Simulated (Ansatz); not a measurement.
# BH3O (triplet): the correlation ladder at distance B1–H4 along a hydrogen transfer = 1.539 Å, cc-pVDZ

The task here is to estimate one member of a computed series from the others.

Program: Ansatz 0.2.0, Gaussian basis. Level of theory: cc-pVDZ, core rule «outside noble gas», up to 2 orbitals frozen. These are calculated values, not measurements.

Plan: UHF; CCSD(T) on ROHF; CCSD(T) on UHF; BCCD(T) on ROHF; CISD; CCSDT(Q) on ROHF; CCSDT(Q) on UHF; CASSCF and MRCISD+Q, 4 electrons in 4 orbitals; CASSCF and NEVPT2, 4 electrons in 4 orbitals.

17 further runs of the same task are left out: 8 for a known fault of the program, 1 for a mislabelled method, 8 that didn't finish.

## What is computed

The geometry derives from fragments relaxed apart (PBE0/def2-TZVP) and kept rigid, so it is no stationary point. A hydrogen atom is moved between rigid fragments.

5 atoms, charge 0, spin multiplicity 3.

Atoms are counted from 1 here; the program's logs count them from 0.

Bond lengths: B1–H2 1.193 Å, B1–H3 1.193 Å, H4–O5 1.250 Å. Angles: H2–B1–H3 120.0°.

The first run:

Contents of in.yaml:

```yaml
crystal:
  periodic: [false, false, false]
  atoms:
    - {symbol: B, position_ang: [-1.507350, 0.000000, 0.000000]}
    - {symbol: H, position_ang: [-2.104083, 1.033571, 0.000000]}
    - {symbol: H, position_ang: [-2.104083, -1.033571, 0.000000]}
    - {symbol: H, position_ang: [0.031650, 0.000000, 0.000000]}
    - {symbol: O, position_ang: [1.281650, 0.000000, 0.000000]}
basis:
  gaussian: {orbitals: cc-pVDZ}
magnetization: {spin_polarized: true, initial_magnetization: 2}
hamiltonian: {xc: hf}
output: {orbitals: {seedname: orbitals}}
```

Started as:

```bash
$ ansatz run in.yaml --threads 1 --pin off --events-out ev --progress --plain --max-ram 2393MiB
```

Among the steps run: UHF; CCSD(T) on ROHF; CCSD(T) on UHF; BCCD(T) on ROHF; CISD; CCSDT(Q) on ROHF; CCSDT(Q) on UHF; CASSCF and MRCISD+Q, 4 electrons in 4 orbitals; CASSCF and NEVPT2, 4 electrons in 4 orbitals.

One table of the session follows, with a row left open; its other results are not shown here.

| method | from UCCSDT(Q) (kJ/mol) |
| --- | --- |
| ROHF | +744.4 |
| UHF | +694.9 |
| RMP2 | +107.5 |
| UMP2 | +120.7 |
| CISD | +67.1 |
| RCCSD | +16.2 |
| UCCSD | +14.8 |
| RCCSD(T) | +3.5 |
| UCCSD(T) | +3.4 |
| BCCD(T) | +3.5 |
| RCCSDT | +1.2 |
| UCCSDT | ? |
| RCCSDT(Q) | +0.1 |
| UCCSDT(Q) | 0 |
| CASSCF pair | +647.7 |
| NEVPT2 pair | +103.3 |
| MRCISD pair | +52.7 |
| MRCISD+Q pair | +5.6 |

Q: Estimate the row for UCCSDT from the others.

The run gave: from UCCSDT(Q) (kJ/mol): +1.0. In the column «from UCCSDT(Q) (kJ/mol)» it lies between RCCSDT(Q) (+0.1) and RCCSDT (+1.2).

Among the levels timed on like hardware and quicker than the yardstick, those that no quicker one beats, quickest first: NEVPT2 pair (2.6 s, +103.3 kJ/mol); MRCISD+Q pair (3 s, +5.6 kJ/mol); UCCSD(T) (4.7 s, +3.4 kJ/mol).

To keep in mind: Of the multireference levels listed MRCISD+Q pair comes nearest in total energy (+5.6 kJ/mol), which doesn't show that its space is the better one. Restricted and unrestricted rows rest on different reference determinants; where their highest levels disagree by more than a few hundredths of an eV, they describe different states and don't form one ladder.
